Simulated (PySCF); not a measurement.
C3H3FO2.
SMILES: `O=C(O)/C=C\F`

Computed, not measured: MP2 and CCSD/aug-cc-pVDZ in PySCF, restricted Hartree–Fock reference, 6 core orbitals frozen, non-relativistic, gas phase, PBE0-D3(BJ)/def2-SVP geometry.

E(HF) = -364.55548 Eh.

Problem. How large is the problem?

Solution. 165 basis functions and 46 electrons; 6 orbitals frozen, which leaves o = 17 correlated occupied and v = 142 virtual orbitals. That is o·v = 2414 singles and o·v(o·v + 1)/2 = 2914905 distinct closed-shell doubles amplitudes before symmetry; the costliest CCSD step grows as o²v⁴ = 1.2 × 10^11.

Problem. What are the MP2 and CCSD correlation energies?

Solution. MP2 -0.9887 Eh and CCSD -1.0118 Eh, which gives totals of -365.54414 and -365.56732 Eh. That is 0.810 eV for each correlated electron at CCSD (2657 kJ/mol in all, 0.277 % of the total energy); MP2 gives 97.7 % of the CCSD value.

Problem. What is the T1 diagnostic?

Solution. 0.0162, below the customary warning level of 0.02. It is the norm of the spatial-orbital singles amplitudes over the root of the number of correlated electrons, so the norm is 0.094.

Problem. How does correlation change the dipole moment?

Solution. HF gives 2.14 D and CCSD (unrelaxed density) 1.69 D, a change of -0.45 D.

No triples correction and no basis-set extrapolation were made.

The job also held the EOM ionisation roots. On one thread of an Arm Neoverse V1, shared host, this took 10 min of wall time and 2.9 GiB of memory at its peak.

Conformer computed: `[O:1]=[C:2]([OH:3])/[CH:4]=[CH:5]\[F:6]`: O1–C2–C4–C5 179°, H–O3–C2–O1 0°.

One conformer stands for the species.
